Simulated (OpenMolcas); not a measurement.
# doublet [BNH4]+: levels of theory compared

Wanted: a comparison of 6 runs (UHF/STO-3G, U-r2SCAN/STO-3G, UB3LYP/STO-3G, UPBE/STO-3G, ROMP2/STO-3G, ROCCSD(T)/STO-3G) of doublet [BNH4]+. 

The results are computed with OpenMolcas 26.06.

## Step 1: The system as given

The species is [BNH4]+ (6 atoms), meant as a doublet with charge +1. SMILES of the parent species: `[H]B([H])N`. The coordinates come from a GFN2-xTB relaxation. That shape belongs to the parent species and isn't relaxed for this state.

Bond lengths: B1–N4 1.378 Å, B1–H2 1.171 Å, B1–H3 1.171 Å, N4–H5 1.007 Å, N4–H6 1.007 Å. Angles: B1–N4–H5 123.8°, B1–N4–H6 123.7°, H2–B1–N4 118.8°, H3–B1–N4 119.0°, H5–N4–H6 112.5°, H2–B1–H3 122.1°.

## Step 2: The energy at UHF/STO-3G (run 1)

Input file coord.xyz:

```xyz
6

B      0.341950     0.595150     0.003650
H      1.330110     0.674300     0.627440
H     -0.078600     1.496820    -0.614110
N     -0.345390    -0.598720    -0.003870
H     -1.199300    -0.750580    -0.515060
H     -0.048780    -1.416960     0.501960
```

Input file calc.inp:

```
&GATEWAY
  BasLib
  $CurrDir
  Coord
  coord.xyz
  Basis
  STO-3G
  Group
  NoSym

&SEWARD

&SCF
  UHF
  Charge
  1
  Spin
  2
  Thresholds
  1e-10 1e-07 1e-07 1e-05
  PrOrbitals
  1 1
```

The basis set STO-3G is read from a file made from the Basis Set Exchange's data (not shown).

Command:

```
$ export MOLCAS_MEM=1860
$ pymolcas calc.inp > calc.log
```

The program printed:

```text
--- Start Module: gateway ---
[...]
--- Stop Module: gateway /rc=_RC_ALL_IS_WELL_ ---
--- Start Module: seward ---
[...]
      Basis functions           14
--- Stop Module: seward /rc=_RC_ALL_IS_WELL_ ---
--- Start Module: scf ---
[...]
       Convergence after  18 Iterations
[...]
::    Total SCF energy                                -80.1627876202
[...]
      Total spin, S                                     0.5039637711
[...]
      Total electronic charge=   15.000000
      Total            charge=    1.000000
[...]
      Dipole Moment (debye):
      Origin of the operator (angstrom)=   -0.0368   -0.0629   -0.0005
                   X= -1.4522E+00               Y= -2.5203E+00               Z= -1.4559E-02           Total=  2.9087E+00
      Center of Charge (angstrom)
[...]
--- Stop Module: scf /rc=_RC_ALL_IS_WELL_ ---
[...]
```

Run time: 1.8 s. Hardware: 1 thread of Arm Neoverse V1, shared host; peak memory 0.37 GiB.

## Step 3: The energy at U-r2SCAN/STO-3G (run 2)

coord.xyz is that of step 2.

Input file calc.input:

```
&GATEWAY
  BASLIB = $CurrDir
  COORD = coord.xyz
  BASIS = STO-3G
  GROUP = NoSym

&SEWARD
  GRIDINPUT
  Grid=UltraFine
  End of Grid

&SCF
  UHF
  CHARGE = 1
  SPIN = 2
  KSDFT = 2
  1.0 MGGA_X_R2SCAN
  1.0 MGGA_C_R2SCAN
  THRESHOLDS = 1e-10 1e-07 1e-07 1e-05
  PRORBITALS = 1 1
```

The basis set STO-3G is read from a file made from the Basis Set Exchange's data (not shown).

Command:

```
$ export MOLCAS_MEM=1860
$ pymolcas calc.input > calc.log
```

The program printed:

```text
--- Start Module: gateway ---
[...]
--- Stop Module: gateway /rc=_RC_ALL_IS_WELL_ ---
--- Start Module: seward ---
[...]
      Basis functions           14
--- Stop Module: seward /rc=_RC_ALL_IS_WELL_ ---
--- Start Module: scf ---
[...]
       Convergence after  26 Iterations
[...]
::    Total KS-DFT energy                             -80.5729361523
[...]
      Total spin, S                                     0.5029864167
[...]
      Total electronic charge=   15.000000
      Total            charge=    1.000000
[...]
      Dipole Moment (debye):
      Origin of the operator (angstrom)=   -0.0368   -0.0629   -0.0005
                   X= -1.4233E+00               Y= -2.4717E+00               Z= -1.3797E-02           Total=  2.8522E+00
      Center of Charge (angstrom)
[...]
--- Stop Module: scf /rc=_RC_ALL_IS_WELL_ ---
[...]
```

Run time: 16 s. Hardware: 1 thread of Arm Neoverse V1, shared host; peak memory 0.37 GiB.

Runs 3 to 4 aren't shown in full; the table further down has their settings and results.

## Step 4: A single-point energy at ROMP2/STO-3G (run 5)

coord.xyz is that of step 3.

Input file calc.input:

```
&GATEWAY
BasLib
$CurrDir
Coord
coord.xyz
Basis
STO-3G
Group
NoSym
&SEWARD
&SCF
UHF
Charge
1
Spin
2
Thresholds
1e-10 1e-07 1e-07 1e-05
PrOrbitals
1 1
&RASSCF
FileOrb
$Project.UnaOrb
Spin
2
Nactel
1 0 0
Inactive
7
Ras2
1
OutOrbitals
Canonical
OrbListing
Nothing
&CASPT2
IPEA
0.0
Frozen
2
```

The basis set STO-3G is read from a file made from the Basis Set Exchange's data (not shown).

Command:

```
$ export MOLCAS_MEM=1860
$ pymolcas calc.input > calc.log
```

The program printed:

```text
--- Start Module: gateway ---
[...]
--- Stop Module: gateway /rc=_RC_ALL_IS_WELL_ ---
[...]
      Basis functions           14
[...]
       Convergence after  18 Iterations
[...]
::    Total SCF energy                                -80.1627876202
[...]
      Total spin, S                                     0.5039637711
[...]
--- Start Module: rasscf ---
[...]
      Number of active orbitals                  1
[...]
      Spin quantum number                      0.5
[...]
      Active orbitals                            1
[...]
      Number of CSFs                             1
[...]
      Number of root(s) required                 1
[...]
      Convergence after  6 iterations
[...]
      printout of CI-coefficients larger than  0.05 for root  1
      energy=     -80.159867
      conf/sym  1     Coeff  Weight
             1  u   1.00000 1.00000
      Natural orbitals and occupation numbers for root  1
      sym 1:   1.000000
      ************************************************************************************************************************
      *                                                    Final results                                                     *
[...]
::    RASSCF root number  1 Total energy:    -80.15986746
[...]
      Total electronic charge=   15.000000
      Total            charge=    1.000000
[...]
      Dipole Moment (debye):
      Origin of the operator (angstrom)=   -0.0368   -0.0629   -0.0005
                   X= -1.4579E+00               Y= -2.5303E+00               Z= -1.4628E-02           Total=  2.9203E+00
      Center of Charge (angstrom)
[...]
--- Stop Module: rasscf /rc=_RC_ALL_IS_WELL_ ---
--- Start Module: caspt2 ---
[...]
      E2 (Variational):          -0.0701561891
      Total energy:             -80.2300236454
[...]
      Reference weight:           0.97324
[...]
::    CASPT2 Root  1     Total energy:    -80.23002365
[...]
```

It took 2.5 s on 1 thread of Arm Neoverse V1, shared host; peak memory 0.37 GiB.

## Step 5: The energy at ROCCSD(T)/STO-3G (run 6)

coord.xyz is that of step 4.

Input file calc.inp:

```
>>> EXPORT MOLCAS_PRINT=2
&GATEWAY
BasLib
$CurrDir
Coord
coord.xyz
Basis
STO-3G
Group
NoSym
&SEWARD
&SCF
UHF
Charge
1
Spin
2
Thresholds
1e-10 1e-07 1e-07 1e-05
PrOrbitals
1 1
&RASSCF
FileOrb
$Project.UnaOrb
Spin
2
Nactel
1 0 0
Inactive
7
Ras2
1
OutOrbitals
Canonical
OrbListing
Nothing
&MOTRA
JobIph
Frozen
2
&CCSDT
CCT
Triples
3
Iterations
80
Accuracy
1e-08
Extrapolation
5 4
```

The basis set STO-3G is read from a file made from the Basis Set Exchange's data (not shown).

Command:

```
$ export MOLCAS_MEM=1860
$ pymolcas calc.inp > calc.log
```

The program printed:

```text
--- Start Module: gateway ---
[...]
--- Stop Module: gateway /rc=_RC_ALL_IS_WELL_ ---
[...]
      Basis functions           14
[...]
       Convergence after  18 Iterations
[...]
::    Total SCF energy                                -80.1627876202
[...]
      Total spin, S                                     0.5039637711
[...]
      Number of active orbitals                  1
[...]
      Spin quantum number                      0.5
[...]
      Active orbitals                            1
[...]
      Number of CSFs                             1
[...]
      Number of root(s) required                 1
[...]
      Convergence after  6 iterations
[...]
      printout of CI-coefficients larger than  0.05 for root  1
      energy=     -80.159867
      conf/sym  1     Coeff  Weight
             1  u   1.00000 1.00000
      Natural orbitals and occupation numbers for root  1
      sym 1:   1.000000
      ************************************************************************************************************************
      *                                                    Final results                                                     *
[...]
::    RASSCF root number  1 Total energy:    -80.15986746
[...]
      Total electronic charge=   15.000000
      Total            charge=    1.000000
[...]
      Dipole Moment (debye):
      Origin of the operator (angstrom)=   -0.0368   -0.0629   -0.0005
                   X= -1.4579E+00               Y= -2.5303E+00               Z= -1.4628E-02           Total=  2.9203E+00
      Center of Charge (angstrom)
[...]
--- Start Module: motra ---
[...]
--- Start Module: ccsdt ---
[...]
      Convergence after                    17  Iterations
      Total energy (diff) :     -80.25496419       0.00000001
[...]
 METHOD                       : CCSD+T(CCSD)+<T3(1)WT1>+<T3(1)UT2> = CCSD(T)
[...]
       CCSD     =       -80.2549641856228
[...]
```

Wall time 2.6 s (1 thread of Arm Neoverse V1, shared host); peak memory 0.37 GiB.

## Step 6: All runs side by side

| run | level | integration grid | frozen core orbitals | energy (Eh) | HOMO energy (eV) | LUMO energy (eV) | ⟨S²⟩ | wall time |
| --- | --- | --- | --- | --- | --- | --- | --- | --- |
| 1 | UHF/STO-3G | – | – | -80.162788 | -19.70 | -6.62 | 0.758 | 1.8 s |
| 2 | U-r2SCAN/STO-3G | UltraFine | – | -80.572936 | -14.92 | -14.46 | 0.756 | 16 s |
| 3 | UB3LYP/STO-3G | UltraFine | – | -80.622120 | -15.83 | -13.97 | 0.753 | 14 s |
| 4 | UPBE/STO-3G | UltraFine | – | -80.497023 | -15.05 | -14.87 | 0.757 | 14 s |
| 5 | ROMP2/STO-3G | – | 2 | -80.230024 | – | – | – | 2.5 s |
| 6 | ROCCSD(T)/STO-3G | – | 2 | -80.255591 | – | – | – | 2.6 s |

## Step 7: Summary of results

```
             quantity         value
  run 6: total energy  -80.25559 Eh
run 6: (T) correction     -0.63 mEh
```

What this shows: Totals of different functionals can't be ranked against each other. In runs 1, 2, 3, 4, 5, 6 the basis is minimal, so the values are rough. All runs together took 51 s, the longest 16 s.
